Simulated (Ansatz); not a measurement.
# CH3Al (singlet): wave-function methods side by side at distance Al1–H3 = 1.397 Å, cc-pVDZ

The task here is to estimate one member of a computed series from the others.

Computed with Ansatz 0.2.0, Gaussian basis. Level: cc-pVDZ, core rule «outside noble gas», up to 6 orbitals frozen.

To be run: UHF; CCSD(T) on RHF; CCSD(T) on UHF; BCCD(T) on RHF; CISD; CCSDT(Q) on RHF; CCSDT(Q) on UHF; CASSCF and MRCISD+Q, 2 electrons in 2 orbitals; CASSCF and NEVPT2, 2 electrons in 2 orbitals.

23 further runs of the same task are left out: 2 for a known fault of the program, 16 that didn't finish, 5 set aside as unsound or not needed.

## The geometry

The geometry derives from a PBE0/def2-TZVP stationary point (not a proven minimum). One bond is set to the value named and the two fragments are kept rigid.

5 atoms, charge 0, spin multiplicity 1.

Atoms are counted from 1 here; the program's logs count them from 0.

Bond lengths: Al1–C2 1.845 Å, Al1–H3 1.397 Å, Al1–H4 1.583 Å, C2–H5 1.084 Å. Angles: C2–Al1–H3 115.2°, C2–Al1–H4 115.2°, H3–Al1–H4 129.7°, Al1–C2–H5 180.0°.

Set-up of the first run:

in.yaml reads:

```yaml
crystal:
  periodic: [false, false, false]
  atoms:
    - {symbol: Al, position_ang: [0.000000, 0.004033, 0.567283]}
    - {symbol: C, position_ang: [0.000000, 0.004033, -1.277764]}
    - {symbol: H, position_ang: [0.000000, 1.268402, 1.161404]}
    - {symbol: H, position_ang: [0.000000, -1.428443, 1.240397]}
    - {symbol: H, position_ang: [0.000000, 0.004033, -2.361453]}
basis:
  gaussian: {orbitals: cc-pVDZ}
magnetization: {spin_polarized: true, initial_magnetization: 0}
hamiltonian: {xc: hf}
output: {orbitals: {seedname: orbitals}}
```

Launch:

```bash
$ ansatz run in.yaml --threads 1 --pin off --events-out ev --progress --plain --max-ram 2393MiB
```

Steps of the session up to this table: UHF; CCSD(T) on RHF; CCSD(T) on UHF; BCCD(T) on RHF; CISD; CCSDT(Q) on RHF; CCSDT(Q) on UHF; CASSCF and MRCISD+Q, 2 electrons in 2 orbitals; CASSCF and NEVPT2, 2 electrons in 2 orbitals.

One of the session's tables, all rows but one given; the rest of the session is left out.

It belongs to the step «Misses and costs». 

```
   method  from RCCSDT(Q) (meV)
      RHF               +5958.4
      UHF               +5013.0
     RMP2               +1340.3
     UMP2                +817.1
     CISD                +669.3
    RCCSD                +224.5
    UCCSD                -324.8
 RCCSD(T)                     ?
 UCCSD(T)                -514.7
  BCCD(T)                 +65.8
   RCCSDT                 +15.6
   UCCSDT                -803.0
RCCSDT(Q)                     0
UCCSDT(Q)                -856.7
```

Q: Estimate the row for RCCSD(T) from the others.

**Answer.** from RCCSDT(Q) (meV): +66.8. In the column «from RCCSDT(Q) (meV)» it lies between BCCD(T) (+65.8) and RCCSD (+224.5).

Left out of the table: CASSCF pair, NEVPT2 pair, MRCISD pair, MRCISD+Q pair (the active space lost an orbital or holds another state than full CI finds).

To keep in mind: The determinant is far from a pure spin state, so its energy mixes those of several spin states (harmless only where they are near-degenerate, as at dissociation). The program flags UCCSD(T), UCCSDT(Q) as in doubt, so those rows may rest on another solution; read them beside their warnings. Warnings: restricted reference is unstable; spin contamination; large T1 diagnostic. Restricted and unrestricted rows rest on different reference determinants; where their highest levels disagree by more than a few hundredths of an eV, they describe different states and don't form one ladder. Warnings in the runs' records: passed over end.
